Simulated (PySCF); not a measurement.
Homolysis of single bonds, series CF3-X. Isolated molecules, 0 K electronic values unless said otherwise. One relaxed conformer stands for each flexible species; it need not be the lowest. Strings in code marks are SMILES.

Level of theory: PySCF with B3LYP-D3(BJ)/def2-TZVP. B3LYP has the VWN-RPA correlation part, as in Gaussian. 

```
species                                                   dipole moment (D)  highest occupied spin orbital (eV)
--------------------------------------------------------  -----------------  ----------------------------------
radical fragment (`F[CH]F`)                                            1.37                               -6.66
radical fragment (`[F]`)                                               0.00                              -12.17
radical fragment (`F[C](F)Cl`)                                         0.40                               -7.13
radical fragment (`F[C](F)I`)                                          0.59                               -6.77
whole molecule (`FC([SiH3])(F)F`)                                      2.27                                   –
radical fragment (`[SiH3]`)                                            0.08                               -6.11
radical fragment (`[BH2]`)                                             0.49                               -5.87
whole molecule (`F[C](F)(F)[GeH3]`)                                    2.28                                   –
radical fragment (`[GeH3][C](F)F`)                                     1.76                               -6.02
radical fragment (`[GeH3]`)                                            0.11                               -6.05
whole molecule (`FC(F)(F)[SeH]`)                                       1.45                                   –
radical fragment (`F[C](F)[AlH2]` (F–C–Al–H torsion 0°))                  –                               -6.04
```
